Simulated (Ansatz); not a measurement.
Relaxing SbBr2

Computed with Ansatz 0.2.0, DFT PBE, scalar-relativistic, plane waves, PAW. Cutoff 420 eV, Γ-centred k mesh, Gaussian smearing, no spin polarisation in the final step.

This is the end of a relaxation of cell and atoms.

```yaml
crystal:
  lattice:
    - [6.45768, 0.00000, 0.00000]
    - [0.00000, 6.45768, 0.00000]
    - [0.00000, 0.00000, 6.45768]
  atoms:
    - { symbol: Sb, position: [0.00000, 0.00000, 0.00000] }
    - { symbol: Sb, position: [0.50000, 0.50000, 0.50000] }
    - { symbol: Br, position: [0.25000, 0.25000, 0.25000] }
    - { symbol: Br, position: [0.25000, 0.75000, 0.75000] }
    - { symbol: Br, position: [0.75000, 0.75000, 0.25000] }
    - { symbol: Br, position: [0.75000, 0.25000, 0.75000] }
```

The zero of energy is the elements' standard structures at the same level; no fitted shifts are applied.

(1) What space group does it have?

(2) What is its formation energy per atom?

(3) Is it a metal?

## Answers

(1) Pn-3m (No. 224). Conventional cell: a = 6.458 Å. Sb is coordinated by 4 Br at 2.80 Å; Br is coordinated by 2 Sb at 2.80 Å.

(2) -0.21 eV/atom.

(3) Yes, bands cross the Fermi level on the 6×6×6 mesh.

The final run used a 6×6×6 mesh on its 6-atom cell and 0.10 eV smearing. For metals, differences of a few meV/atom aren't resolved. Spin–orbit coupling is left out. The cell came from a trial start, so SbBr2 may not exist in this structure.

Cost: 3 runs of about 0.81 core-minutes in all, on Intel Xeon 6975P-C (Granite Rapids) (shared hosts).